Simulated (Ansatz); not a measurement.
The same path of BH4OSi (7 atoms, charge 0, multiplicity 2) was run 3 times with different band settings.

Level of theory: UKS PBE0/def2-SVP in Ansatz.

Relaxed end points:

```xyz
7
Properties=species:S:1:pos:R:3
B -1.541 -0.433 -0.641
Si 0.188 0.213 0.063
O 1.120 -1.069 0.591
H -2.562 -0.022 -1.127
H 0.893 0.975 -1.024
H -0.080 1.176 1.187
H 1.982 -0.839 0.952
```

```xyz
7
Properties=species:S:1:pos:R:3
B -1.583 0.078 -0.716
Si 0.207 0.330 0.059
O 0.963 -1.086 0.534
H -2.494 -0.639 -1.024
H 1.032 1.051 -0.967
H 0.022 1.260 1.224
H 1.853 -0.993 0.890
```

Common settings: optimiser quadratic models (default); start path through a guess of the saddle point; force threshold 0.05 eV/Å; end points relaxed.

| run | movable images | climbing image | spring | iteration limit |
| --- | --- | --- | --- | --- |
| 1 | 5 | yes | 5.0 eV/Å² | 53 |
| 2 | 5 | yes | 2.0 to 10.0 eV/Å², energy-weighted | 60 |
| 3 | 1 | no | 5.0 eV/Å² | 60 |

**Question.** What does each run give, and how far can it be trusted?

**Answer.** Run 1: converged after 9 iterations, highest image 0.119 eV above the first end. A vibrational analysis at the climbing image gives one clearly imaginary mode, 387i cm⁻¹: a first-order saddle point.
Run 2: converged after 9 iterations, highest image 0.119 eV above the first end. Another band between the same ends (5 images) ends at a top of the same energy, where a vibrational analysis finds 1 clearly imaginary mode.
Run 3: converged after 17 iterations, highest image 0.025 eV above the first end. No image climbed, so the highest image needn't sit at the top of the path. A band with more images between the same ends climbed to 0.12 eV, so this one has probably stepped over the top. So few images can step over the top or miss a turn of the path.
